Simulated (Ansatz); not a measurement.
## Pb₂O: computed properties

Method: DFT r2SCAN, scalar-relativistic, plane waves, PAW in Ansatz 0.2.0.

Cutoff 500 eV; k points 8×8×8 on the computed 6-atom cell (Γ-centred); Gaussian smearing, width 0.10 eV; no spin polarisation.

The structure is relaxed at this level of theory with its symmetry kept. Whether it is the stable form of this composition wasn't checked.

```xyz
6
Lattice="5.4121 0.0000 0.0000 0.0000 5.4121 0.0000 0.0000 0.0000 5.4121" Properties=species:S:1:pos:R:3 pbc="T T T"
Pb    1.3530    1.3530    1.3530
Pb    4.0591    4.0591    1.3530
Pb    1.3530    4.0591    4.0591
Pb    4.0591    1.3530    4.0591
O     0.0000    0.0000    0.0000
O     2.7061    2.7061    2.7061
```

| Property | Result |
| --- | --- |
| Space group | Pn-3m (No. 224) |
| Volume per atom | 26.42 Å³ |
| Formation energy from the elements' standard states (uncorrected) | -0.428 eV/atom |
| Generalised Kohn–Sham band gap | none (metal) |
| Density of states at the Fermi level | 1.23 states/eV per cell |
| Löwdin character within 0.5 eV of the Fermi level | Pb 6p 76 %, O 2p 17 % |
| Bulk modulus | 54 GPa |
| Its pressure derivative | 4.3 |
| Bader charges (e) | Pb (4 in the cell) 0.62, O (2 in the cell) -1.25 |

Spin-orbit coupling is left out, which matters for the bands of heavy elements.

Cost: 6 runs of about 16 core-minutes in all, on Intel Xeon Processor @ 2.50GHz (Skylake/Cascade Lake) (shared hosts).